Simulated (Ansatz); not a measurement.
**BHS+ (doublet): wave-function methods side by side, cc-pVDZ**

Aim: climb from Hartree-Fock through coupled cluster and multireference methods for BHS+ (doublet) at one geometry and basis, and see what each rung misses.

Program: Ansatz 0.2.0, Gaussian basis. Level of theory: cc-pVDZ, core rule «outside noble gas», up to 6 orbitals frozen. These are calculated values, not measurements.

The runs, in order: UHF; CCSD(T) on ROHF; CCSD(T) on UHF; BCCD(T) on ROHF; CISD; CCSDT(Q) on ROHF; CCSDT(Q) on UHF; CCSDTQ on ROHF; CCSDTQ on UHF; CASSCF and MRCISD+Q, 9 electrons in 9 orbitals; CASSCF and NEVPT2, 9 electrons in 9 orbitals.

11 further runs of the same task are left out: 5 for a known fault of the program, 6 set aside as unsound or not needed.

## Step 1: The system

The geometry is a PBE0/def2-TZVP stationary point (not a proven minimum) of the parent state, kept for this charge and spin.

3 atoms, charge 1, spin multiplicity 2.

Atoms are counted from 1 here; the program's logs count them from 0.

Bond lengths: B1–S2 1.769 Å, B1–H3 1.201 Å. Angles: S2–B1–H3 116.3°.

## Step 2: UHF

in.yaml

```yaml
crystal:
  periodic: [false, false, false]
  atoms:
    - {symbol: B, position_ang: [0.000000, -0.194210, 1.266050]}
    - {symbol: S, position_ang: [0.000000, 0.040248, -0.487697]}
    - {symbol: H, position_ang: [0.000000, 0.802670, 1.935360]}
basis:
  gaussian: {orbitals: cc-pVDZ}
total_charge: 1
magnetization: {spin_polarized: true, initial_magnetization: 1}
hamiltonian: {xc: hf}
output: {orbitals: {seedname: orbitals}}
```

On the command line:

```bash
$ ansatz run in.yaml --threads 1 --pin off --events-out ev --progress --plain --max-ram 2816MiB --backend cpu
```

The runs that follow: CCSD(T) on ROHF; CCSD(T) on UHF; BCCD(T) on ROHF; CISD; CCSDT(Q) on ROHF; CCSDT(Q) on UHF; CCSDTQ on ROHF; CCSDTQ on UHF; CASSCF and MRCISD+Q, 9 electrons in 9 orbitals; CASSCF and NEVPT2, 9 electrons in 9 orbitals.

Before running them: what should the planned runs give, taken together? Wanted: UCCSDTQ below the RHF energy; RMP2 from UCCSDTQ; UMP2 from UCCSDTQ; RCCSD from UCCSDTQ; RCCSD(T) from UCCSDTQ; UCCSD(T) from UCCSDTQ; RCCSDT(Q) from UCCSDTQ; UCCSDT(Q) from UCCSDTQ; NEVPT2 valence from UCCSDTQ.

The runs gave:

| quantity | value |
| --- | --- |
| UCCSDTQ below the RHF energy | -5.8155 eV |
| RMP2 from UCCSDTQ | +25.58 kcal/mol |
| UMP2 from UCCSDTQ | +25.86 kcal/mol |
| RCCSD from UCCSDTQ | +6.70 kcal/mol |
| RCCSD(T) from UCCSDTQ | +1.27 kcal/mol |
| UCCSD(T) from UCCSDTQ | +1.30 kcal/mol |
| RCCSDT(Q) from UCCSDTQ | +0.05 kcal/mol |
| UCCSDT(Q) from UCCSDTQ | -0.11 kcal/mol |
| NEVPT2 valence from UCCSDTQ | +18.35 kcal/mol |
| MRCISD+Q valence from UCCSDTQ | +0.48 kcal/mol |
| levels within 1 kcal/mol (43 meV) | RCCSDT, UCCSDT, RCCSDT(Q), UCCSDT(Q), RCCSDTQ, MRCISD+Q valence |
| T1 diagnostic | 0.039 |
| effectively unpaired electrons | 1.05 |

**Reading.** RCCSD(T) misses by +1.27 kcal/mol, 0.9 % of the correlation energy. One determinant dominates. Of the multireference levels listed MRCISD+Q valence comes nearest in total energy (+0.48 kcal/mol), which doesn't show that its space is the better one. These misses are within one basis, not against nature; the frozen cores of restricted and unrestricted runs differ, which can shift their rows.
